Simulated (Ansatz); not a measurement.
A made-up structure of CH6AlB, singlet:

B1  (0.154, 0.640, 0.267)
Al2  (-1.108, 0.954, -1.407)
C3  (0.721, -1.137, 0.867)
H4  (-2.623, 1.008, -1.305)
H5  (-0.580, 1.150, -2.819)
H6  (0.530, 1.550, 0.861)
H7  (0.329, -1.958, 0.262)
H8  (1.814, -1.207, 0.863)
H9  (0.408, -1.303, 1.904)
(Å)

It is relaxed with PBE-D4/def2-SVP and then PBE0-D4/def2-TZVP (Ansatz 0.2.0). Atoms count as bonded within 1.22 times the sum of their covalent radii (H–H: 0.88 Å). The end point is not checked to be a true minimum.

Does its bonding change? (A judgement: the text doesn't fix the answer.)

By the calculation: Yes. Formed: B1–C3; broken: none.

Where it ends: The first stage lowers the energy by 1.18 eV in 6 steps. It ends as CH₆AlB ([CH3][BH][AlH2]):
B1  (0.185, 0.405, 0.288)
Al2  (-1.071, 0.864, -1.366)
C3  (0.648, -1.001, 0.782)
H4  (-2.655, 0.982, -1.205)
H5  (-0.472, 1.133, -2.821)
H6  (0.608, 1.326, 0.945)
H7  (0.298, -1.873, 0.228)
H8  (1.747, -1.022, 0.807)
H9  (0.358, -1.117, 1.835)
(Å)

Labels in which every atom is bracketed show which atoms are joined, not bond orders.

For scale, one of the runs: PBE0-D4/def2-TZVP relaxation, 135 basis functions, launched by `ansatz run in.yaml --threads 2 --pin off --events-out ev --progress --plain --max-ram 4352MiB`. The run took about 10 s on 2 CPU threads of an Arm Neoverse V2 (shared host).
